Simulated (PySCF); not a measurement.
Species: H2O3S.
Cartesian coordinates in Å at the PBE0-D3(BJ)/def2-SVP level; atoms count from 1:
```
atom  x, y, z in Å
O1    -0.988   -1.196   -0.774
S2    -0.415   -0.058   -0.109
O3    -0.430    1.279   -0.661
O4     1.118   -0.415    0.256
H5    -0.915   -0.016    1.164
H6     1.650    0.377    0.082
```

Computed with PBE0-D3(BJ)/def2-SVP geometry optimisation, gas phase (PySCF).

Take the most abundant isotopes and a rigid rotor. The values belong to one conformer with, in the numbering `[O:1]=[SH:2](=[O:3])[OH:4]`, O1–S2–O4–H 139°.

(1) What are A, B and C (GHz)?

(2) Classify the top.

(3) Is it planar, by Δ = Ic − Ia − Ib?

(4) Where do the levels up to J = 4 lie, in MHz?

(5) Which lines would a microwave search look for?

Results:

(1) Ia = 55.97, Ib = 59.25, Ic = 103.63 u·Å²; 505379 MHz·u·Å²/I gives 9029, 8529 and 4877 MHz, that is A = 9.0293, B = 8.5293, C = 4.8770 GHz.

(2) An asymmetric top; Ray's κ = 0.759.

(3) Not planar: Δ = Ic − Ia − Ib = -11.60 u·Å². For a rigid frame Δ = −2 Σ m c², so Σ m c² = 5.80 u·Å² lies off the ab plane: 2.73 from hydrogen and 3.07 from heavier atoms. The atom farthest from that plane is 1.59 Å away.

(4) Above 0(0,0):
J = 1: 1(0,1) 13406, 1(1,1) 13906, 1(1,0) 17559
J = 2: 2(0,2) 37019, 2(1,2) 37066, 2(1,1) 48024, 2(2,1) 49523, 2(2,0) 52724
J = 3: 3(0,3) 70199, 3(1,3) 70202, 3(1,2) 89506, 3(2,2) 89742, 3(2,1) 99981, 3(3,1) 102978, 3(3,0) 105588
J = 4: 4(0,4) 113111, 4(1,4) 113111, 4(1,3) 140329, 4(2,3) 140349, 4(2,2) 159323, 4(3,2) 160014, 4(3,1) 169320, 4(4,1) 174300, 4(4,0) 176277
Those of J = 1 are B + C, A + C and A + B.

(5) The dipole components are |μa| = 2.32 D, |μb| = 0.89 D, |μc| = 1.79 D. Intensities carry the squares of the components, which stand as 1.00 : 0.15 : 0.59 (a : b : c). Some of the stronger lines:

| type | branch | J(Ka,Kc) | MHz | lower level (cm⁻¹) |
| --- | --- | --- | --- | --- |
| a | Q | 1(1,0) ← 1(1,1) | 3652 | 0.464 |
| c | Q | 5(5,1) ← 5(4,1) | 7420 | 8.543 |
| b | Q | 4(4,1) ← 4(3,2) | 14286 | 5.337 |
| b | Q | 3(2,2) ← 3(1,3) | 19540 | 2.342 |
| b | Q | 4(3,2) ← 4(2,3) | 19665 | 4.682 |
| a | R | 2(1,2) ← 1(1,1) | 23160 | 0.464 |
| b | R | 2(2,1) ← 1(1,0) | 31965 | 0.586 |
| a | R | 4(1,4) ← 3(1,3) | 42909 | 2.342 |
| c | R | 3(3,0) ← 2(2,0) | 52864 | 1.759 |
| b | R | 4(2,2) ← 3(3,1) | 56345 | 3.435 |
| a | R | 5(1,4) ← 4(1,3) | 60468 | 4.681 |
| b | R | 4(4,1) ← 3(3,0) | 68712 | 3.522 |

Not checked by PBE0-D3(BJ)/def2-SVP frequencies. No vibrational averaging or centrifugal distortion is included, and the geometry carries the error of its method.
